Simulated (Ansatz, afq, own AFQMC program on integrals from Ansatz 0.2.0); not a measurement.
## LiPH$_{2}$, triplet: AFQMC among the cluster methods

```tsv
atom	x (Å)	y (Å)	z (Å)
P	0.0000	0.0261	0.4855
Li	0.0000	-0.0023	-2.5809
H	0.0000	0.5512	1.9694
H	0.0000	-1.3373	0.8833
```

Connectivity, by distances: PH2 ··· Li.

Basis cc-pVDZ. Only valence electrons are correlated. Ansatz 0.2.0 and our own AFQMC program on the same integrals; the CISD trial comes from CCSD amplitudes, and released means the phaseless constraint is let go. Uncertainties: one standard error, sampling alone.

Determinant: UHF, the one that the program's search chose, which needn't be the lowest solution. The geometry is a point of a scan.

No full CI on the walks' own integrals is used here; CCSDT(Q) serves as the reference and is uncertain by about the last step of the cluster series.

Cautions: lower spins were not checked.

* T1 diagnostic: 0.0186
* weight of the determinant in the CISD state: 0.912
* ⟨S²⟩ of the determinant: 2.015
* size of the correlated space: 8 electrons in 36 orbitals

```
  level  correlation energy (eV)
    MP2                  -3.0259
   CCSD                  -3.7717
CCSD(T)                  -3.8640
```

(1) Estimate where AFQMC with the constraint released lies against CCSD(T) on the same integrals.

(1) 1.8 ± 0.7 kJ/mol below CCSD(T).

Reference: CCSDT(Q), correlation energy -3.888 eV. The released energy is read at 2.40 1/Eh (meV from the phaseless value at times in 1/Eh: -1 ± 7 at 0.24, -7 ± 7 at 0.51, -13 ± 6 at 0.99, -4 ± 6 at 1.62, -2 ± 7 at 2.40).

```csv
level,E − E(reference) (kJ/mol),share of correlation (%)
CCSD(T),2.3,99.38
CCSDT,0.4,99.90
ph-AFQMC/CISD,0.7 ± 0.6,99.81
released AFQMC,0.5 ± 0.7,99.87
```

A walk keeps the symmetry of its determinant, which the program's search chose and which needn't be the lowest solution, so a lower state of the same spin and another symmetry isn't excluded. Released energies are given only where the last usable release times agree within the noise; a slower fall can still hide under it.
